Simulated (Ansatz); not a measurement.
# SiF₂ (SMILES F[Si]F): one structure at several levels

The atoms stand at a structure displaced at random from a GFN2-xTB minimum. How far do the functionals agree with CCSD(T) there?

The runs use Ansatz 0.2.0, Gaussian basis; single points in def2-TZVPP.

Correlated methods freeze the cores.

## (1) Starting geometry

SMILES `F[Si]F`, 3 atoms, charge 0, spin multiplicity 1.

Atoms are counted from 1 here; the program's logs count them from 0.

Bond lengths: F1–Si2 1.654 Å, Si2–F3 1.640 Å. Angles: F1–Si2–F3 108.1°.

Geometry (Å):

```
F     0.1804    1.3449    0.2026
Si   -0.4900   -0.0581   -0.3616
F     0.5043   -1.2968    0.0458
```

## (2) CCSD(T)/def2-TZVPP

Contents of run/in.yaml:

```yaml
crystal:
  periodic: [false, false, false]
  atoms:
    - {symbol: F, position_ang: [0.180400, 1.344900, 0.202600]}
    - {symbol: Si, position_ang: [-0.490000, -0.058100, -0.361600]}
    - {symbol: F, position_ang: [0.504300, -1.296800, 0.045800]}
basis:
  gaussian: {orbitals: def2-TZVPP}
correlation: {method: ccsd_t}
output: {forces: true}
```

No record of the launch command was kept for these runs.

## (3) PBE0-D4/def2-TZVPP

Edit run/in.yaml of step 2 so:

```diff
@@ -8,3 +8,3 @@
   gaussian: {orbitals: def2-TZVPP}
-correlation: {method: ccsd_t}
-output: {forces: true}
+hamiltonian: {xc: pbe0, dispersion: d4}
+output: {forces: true, orbitals: {seedname: orbitals}}
```

## (4) wB97M-V/def2-TZVPP

Edit run/in.yaml of step 3 so:

```diff
@@ -8,3 +8,3 @@
   gaussian: {orbitals: def2-TZVPP}
-hamiltonian: {xc: pbe0, dispersion: d4}
-output: {forces: true, orbitals: {seedname: orbitals}}
+hamiltonian: {xc: {name: wB97M-V}}
+output: {forces: true}
```

## (5) r2SCAN-D4/def2-TZVPP

Edit run/in.yaml of step 4 so:

```diff
@@ -8,3 +8,3 @@
   gaussian: {orbitals: def2-TZVPP}
-hamiltonian: {xc: {name: wB97M-V}}
+hamiltonian: {xc: r2scan, dispersion: d4}
 output: {forces: true}
```

## (6) PBE-D4/def2-TZVPP

Edit run/in.yaml of step 5 so:

```diff
@@ -8,3 +8,3 @@
   gaussian: {orbitals: def2-TZVPP}
-hamiltonian: {xc: r2scan, dispersion: d4}
+hamiltonian: {xc: pbe, dispersion: d4}
 output: {forces: true}
```

## (7) CAM-B3LYP-D4/def2-TZVPP

Edit run/in.yaml of step 6 so:

```diff
@@ -8,3 +8,3 @@
   gaussian: {orbitals: def2-TZVPP}
-hamiltonian: {xc: pbe, dispersion: d4}
+hamiltonian: {xc: {name: CAM-B3LYP}, dispersion: d4}
 output: {forces: true}
```

## (8) r2SCAN0-D4/def2-TZVPP

Edit run/in.yaml of step 7 so:

```diff
@@ -8,3 +8,3 @@
   gaussian: {orbitals: def2-TZVPP}
-hamiltonian: {xc: {name: CAM-B3LYP}, dispersion: d4}
+hamiltonian: {xc: {name: r2SCAN0}, dispersion: d4}
 output: {forces: true}
```

(Steps that only read results are left out.)

Before running it: what results should come out? Wanted: energy less free atoms, CCSD(T)/def2-TZVPP; RMS force component; RMS force error; HOMO and LUMO, PBE0-D4; T1 diagnostic.

The runs gave:

```
                                  quantity                                                                                                   value
energy less free atoms, CCSD(T)/def2-TZVPP                                                                                          -1190.1 kJ/mol
                       RMS force component                                                                    0.385 to 0.938 eV/Å over the methods
                           RMS force error  PBE0-D4 0.052, wB97M-V 0.137, r2SCAN-D4 0.091, PBE-D4 0.446, CAM-B3LYP-D4 0.031, r2SCAN0-D4 0.159 eV/Å
                    HOMO and LUMO, PBE0-D4                                                                                      -8.33 and -2.31 eV
                             T1 diagnostic                                                                                                   0.016
```

In words: Against CCSD(T) the functionals' energies less atoms differ by -66.3 to +24.9 kJ/mol, PBE-D4 by -66.3 kJ/mol. CCSD(T) in triple zeta still lacks some correlation energy of the bonds, so part of these gaps is its own basis error and they don't rank the functionals. For forces CAM-B3LYP-D4 does best and PBE-D4 worst. Frozen-core CCSD(T) forces in triple zeta carry basis errors of their own, and this is one geometry, so small gaps rank nothing. The restricted Hartree–Fock reference is unstable towards an unrestricted one at one or more of these structures.
